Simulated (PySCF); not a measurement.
## Gas-phase thermal properties of H2CSiH2

Computed with PySCF (xtb for GFN2) and rigid-rotor harmonic-oscillator thermochemistry at 1 bar. 6-31G* has spherical d functions here. All species are closed-shell singlets. B3LYP is the form with VWN-RPA correlation. H2CSiH2: computed as isolated molecules; such fragments, hydroxides, amides, oligomers or adducts are transient or little studied in the gas. The harmonic model lacks anharmonicity and excited electronic states, which grow with temperature; levels with a mode under 35 cm⁻¹ are left out.

| level | point group | σ | ZPE (kJ/mol) | S°298 (J/mol/K) | Cp298 (J/mol/K) | S°1000 (J/mol/K) | H1000 − H298 (kJ/mol) |
|---|---|---|---|---|---|---|---|
| B3LYP/6-31G* | C2v | 2 | 105.7 | 245.6 | 56.9 | 342.4 | 59.3 |
| GFN2-xTB | C2v | 2 | 100.4 | 250.4 | 62.3 | 351.0 | 61.2 |
| HF/6-31G* | C2v | 2 | 113.2 | 242.7 | 53.1 | 335.4 | 57.0 |
| PBE/def2-SVP | C2v | 2 | 101.6 | 247.1 | 58.8 | 346.1 | 60.5 |
| PBE0/def2-TZVP | C2v | 2 | 105.2 | 245.2 | 56.8 | 342.1 | 59.4 |
σ: rotational symmetry number. Electronic degeneracy used: 1. Frequencies are unscaled.
